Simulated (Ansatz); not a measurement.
Cost and result for the atomization energy of C2HF2N, SMILES `N#CC(F)F` (6 atoms, 5 bonds).

```xyz
6

N    -1.703    0.603   -1.175
C    -0.799    0.277   -0.549
C     0.388   -0.082    0.250
F     1.053   -1.083   -0.354
F     0.003   -0.494    1.471
H     1.057    0.778    0.357
```

Total charge 0; spin multiplicity 1. The geometry is a stationary point of PBE0-D4/def2-TZVP. Program: Ansatz. All runs use 4 threads of an Intel Xeon Platinum 8488C on a shared host. Times are those of one run each, without the atoms' runs, and a repeat can differ threefold. Electronic energies, without spin–orbit coupling; frozen cores. CCSD(T)/CBS adds CCSD(T) − MP2 in def2-TZVPP to the MP2 limit, and its time is that of the two runs behind it. T1 = 0.013. B3LYP takes the VWN-RPA correlation (the form of Gaussian; ORCA's B3LYP/G).

CCSD(T)/CBS is a level of theory with its own doubt, some kJ/mol a heavy atom from the limit and from the frozen cores, so smaller differences don't rank the functionals.

```tsv
level	functions	wall time
LDA (SPW92)/def2-TZVPP	169	0.4 s
BLYP-D4/def2-TZVPP	169	0.6 s
PBE-D4/def2-TZVPP (with forces)	169	0.75 s
B3LYP-D4/def2-TZVPP (with forces)	169	1 s
CCSD(T)/def2-SVP	75	1 s
r2SCANh-D4/def2-TZVPP	169	1.2 s
r2SCAN-D4/def2-TZVPP (with forces)	169	1.3 s
PBE-QIDH/def2-TZVPP	169	1.6 s
B97M-V/def2-TZVPP	169	1.9 s
ωB97M-V/def2-TZVPP (with forces)	169	2.4 s
MP2/def2-QZVPP	315	4.7 s
CCSD(T)/def2-TZVPP	169	15 s
CCSD(T)/CBS(def2)	–	20 s
```

What atomization energy does each give, and how far from CCSD(T)/CBS? (Estimate.)

Ansatz gave: 
| level | atomization (kcal/mol) | difference from CCSD(T)/CBS | per bond |
| --- | --- | --- | --- |
| LDA (SPW92)/def2-TZVPP | 752.6 | 130.1 | 26.0 |
| BLYP-D4/def2-TZVPP | 636.8 | 14.3 | 2.9 |
| PBE-D4/def2-TZVPP (with forces) | 660.0 | 37.5 | 7.5 |
| B3LYP-D4/def2-TZVPP (with forces) | 623.8 | 1.3 | 0.3 |
| CCSD(T)/def2-SVP | 591.0 | -31.5 | -6.3 |
| r2SCANh-D4/def2-TZVPP | 614.8 | -7.7 | -1.5 |
| r2SCAN-D4/def2-TZVPP (with forces) | 624.5 | 2.0 | 0.4 |
| PBE-QIDH/def2-TZVPP | 618.7 | -3.8 | -0.7 |
| B97M-V/def2-TZVPP | 622.9 | 0.4 | 0.1 |
| ωB97M-V/def2-TZVPP (with forces) | 627.5 | 5.0 | 1.0 |
| MP2/def2-QZVPP | 645.2 | 22.7 | 4.5 |
| CCSD(T)/def2-TZVPP | 603.5 | -19.0 | -3.8 |
| CCSD(T)/CBS(def2) | 622.5 | 0.0 | 0.0 |

From BLYP to BHLYP (50 % exact exchange), in def2-TZVPP and without D4, the atomization energy moves by −50.1 kcal/mol: exact exchange takes away binding that semilocal exchange gives to molecules. Leaving LDA and LC-ωPBE aside and taking each functional with its dispersion term where it has one, the values, not all of them listed here, spread over 75.7 kcal/mol, from BHLYP-D4 to PBE-D4. LDA lies +94.6 kcal/mol from PBE without D4, its usual overbinding. In def2-TZVPP, CCSD(T) changes the Hartree–Fock value by +199.0 kcal/mol (the triples alone add +16.5 kcal/mol) and MP2 by +229.5 kcal/mol; breaking electron pairs costs correlation energy, which Hartree–Fock lacks.
